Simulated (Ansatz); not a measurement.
Zinc-blende HgTe was calculated with LDA (Ansatz, an electronic-structure program, plane waves, PAW).

Run with plane-wave cutoff 520 eV, 20×20×20 k mesh, Fermi–Dirac smearing 0.05 eV, scalar-relativistic PAW data made under PBE.

Computed at the level's own relaxed cell.

Elastic tensor (GPa, Voigt notation, ions relaxed):

```
   58.7    41.7    41.7     0.0     0.0     0.0
   41.7    58.7    41.7     0.0     0.0     0.0
   41.7    41.7    58.7     0.0     0.0     0.0
    0.0     0.0     0.0    22.6     0.0     0.0
    0.0     0.0     0.0     0.0    22.6     0.0
    0.0     0.0     0.0     0.0     0.0    22.6
```

Work out the Voigt, Reuss and Hill averages of the bulk and shear moduli, Young's modulus and Poisson's ratio from the printed constants.

K_V = [C11 + C22 + C33 + 2(C12 + C13 + C23)]/9 = [176.1 + 2 × 125.1]/9 = 47.4 GPa. G_V = [176.1 − 125.1 + 3 × 67.8]/15 = 17.0 GPa. From the compliances S = C⁻¹, K_R = 47.4 and G_R = 13.6 GPa. Hill means: K = 47.4, G = 15.3 GPa. E = 9KG/(3K + G) = 41 GPa, ν = (3K − 2G)/(6K + 2G) = 0.35, K/G = 3.10.

Measured, for comparison: elastic constant C11 53.6 GPa, elastic constant C12 36.6 GPa, elastic constant C44 21.2 GPa (temperature not stated, not corrected to a static lattice; as tabulated in Oses et al. (2018), arXiv:1811.08464). Computed less measured: elastic constant C11 +10 %, elastic constant C12 +14 %, elastic constant C44 +7 %.

Note: the solid has no gap at this level, which affects its response.

Spin–orbit coupling is not included; it can shift volumes and moduli of such heavy elements.

Static lattice: no zero-point or thermal effects.
